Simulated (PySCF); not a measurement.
Molfile (atoms numbered from 1):
```
C4H7P
     RDKit          3D

 12 12  0  0  0  0  0  0  0  0999 V2000
    2.4194    0.4844    0.6069 C   0  0  0  0  0  0  0  0  0  0  0  0
    0.9237    1.1974    0.4738 P   0  0  0  0  0  0  0  0  0  0  0  0
   -0.1111   -0.2347   -0.0279 C   0  0  0  0  0  0  0  0  0  0  0  0
   -1.5348   -0.2966    0.4619 C   0  0  0  0  0  0  0  0  0  0  0  0
   -1.2620    0.0039   -0.9703 C   0  0  0  0  0  0  0  0  0  0  0  0
    2.6079   -0.5595    0.4152 H   0  0  0  0  0  0  0  0  0  0  0  0
    3.2693    1.0779    0.8972 H   0  0  0  0  0  0  0  0  0  0  0  0
    0.4190   -1.1765   -0.1243 H   0  0  0  0  0  0  0  0  0  0  0  0
   -1.8910    0.5072    1.0898 H   0  0  0  0  0  0  0  0  0  0  0  0
   -1.9357   -1.2641    0.7248 H   0  0  0  0  0  0  0  0  0  0  0  0
   -1.4309    1.0128   -1.3177 H   0  0  0  0  0  0  0  0  0  0  0  0
   -1.4725   -0.7528   -1.7114 H   0  0  0  0  0  0  0  0  0  0  0  0
  1  2  2  0
  2  3  1  0
  3  4  1  0
  4  5  1  0
  5  3  1  0
  1  6  1  0
  1  7  1  0
  3  8  1  0
  4  9  1  0
  4 10  1  0
  5 11  1  0
  5 12  1  0
M  END
```

[PySCF: PBE0/pcSseg-1 with gauge-including orbitals; geometry: GFN2-xTB; single conformer; rapidly exchanging positions averaged; relativity neglected; isolated molecule]

References, each an isolated molecule treated in the same way: TMS for 13C (186.93 ppm) and 1H (31.72 ppm); 31P (318.38 ppm) against H3PO4.

```csv
atoms,nucleus,count,δ (ppm)
H10/H12,1H,2,0.99
H8,1H,1,1.44
H6,1H,1,?
H9/H11,1H,2,0.65
C3,13C,1,26.8
P2,31P,1,341.5
C4/C5,13C,2,?
H7,1H,1,?
C1,13C,1,176.1
```

Task: Fill in the missing shifts.

Result: 
- C4/C5: 7.7 ppm, three-membered-ring carbon; carbons of three-membered rings are unusually shielded
- H6: 8.36 ppm, hydrogen on a carbon double-bonded to a heavier main-group atom
- H7: 7.86 ppm, hydrogen on a carbon double-bonded to a heavier main-group atom

Shifts are as computed. Against solution values, carbons near 30 ppm lie about +3 ppm off and those near 130 ppm about +5 ppm. Of 1211 compounds with measured shifts, 218 miss one by over three times the rms of a fit or turn the order of signals round; such compounds aren't used in these exercises. Experimental scales use liquid or dissolved standards, which lie at an offset from isolated H3PO4.
